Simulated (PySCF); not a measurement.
Reaction (SMILES): N#N (N2) + H+ → N#[NH+]
B3LYP-D3(BJ)/def2-TZVP geometries, fixed; electronic energies without zero-point terms; positive where energy is released.

Basis-set convergence of the proton affinity at M06-2X with PySCF. All functions are spherical. Density fitting with generated auxiliary sets. No added dispersion term, no relativity. Functions are those of the species that has most. Reference: the value in aug-pcseg-3, 120.40 kcal/mol, itself unsure by roughly 0.17 kcal/mol (its mean distance from aug-cc-pVQZ, cc-pV5Z, def2-QZVPPD).

```json
[
 {"basis": "6-31G**", "functions": "33", "proton affinity (kcal/mol)": "121.56"},
 {"basis": "6-311G**", "functions": "42", "proton affinity (kcal/mol)": "120.29"},
 {"basis": "6-311+G**", "functions": "50", "proton affinity (kcal/mol)": "119.02"},
 {"basis": "aug-cc-pVDZ", "functions": "55", "proton affinity (kcal/mol)": "…"},
 {"basis": "6-311++G(2d,2p)", "functions": "64", "proton affinity (kcal/mol)": "…"},
 {"basis": "cc-pVTZ", "functions": "74", "proton affinity (kcal/mol)": "120.32"},
 {"basis": "pcseg-2", "functions": "74", "proton affinity (kcal/mol)": "120.86"},
 {"basis": "def2-TZVPP", "functions": "76", "proton affinity (kcal/mol)": "120.78"},
 {"basis": "def2-TZVPD", "functions": "83", "proton affinity (kcal/mol)": "120.26"},
 {"basis": "def2-TZVPPD", "functions": "91", "proton affinity (kcal/mol)": "120.59"},
 {"basis": "jun-cc-pV(T+d)Z", "functions": "92", "proton affinity (kcal/mol)": "119.55"},
 {"basis": "aug-cc-pVTZ", "functions": "115", "proton affinity (kcal/mol)": "…"},
 {"basis": "aug-pcseg-2", "functions": "115", "proton affinity (kcal/mol)": "…"},
 {"basis": "cc-pVQZ", "functions": "140", "proton affinity (kcal/mol)": "120.93"},
 {"basis": "def2-QZVPP", "functions": "144", "proton affinity (kcal/mol)": "120.59"},
 {"basis": "pcseg-3", "functions": "153", "proton affinity (kcal/mol)": "120.51"},
 {"basis": "def2-QZVPPD", "functions": "159", "proton affinity (kcal/mol)": "120.29"},
 {"basis": "aug-cc-pVQZ", "functions": "206", "proton affinity (kcal/mol)": "120.62"}
]
```

Q: Complete the blanks.

A: 
- aug-cc-pVDZ, proton affinity (kcal/mol): 118.12
- 6-311++G(2d,2p), proton affinity (kcal/mol): 118.53
- aug-cc-pVTZ, proton affinity (kcal/mol): 119.59
- aug-pcseg-2, proton affinity (kcal/mol): 120.68
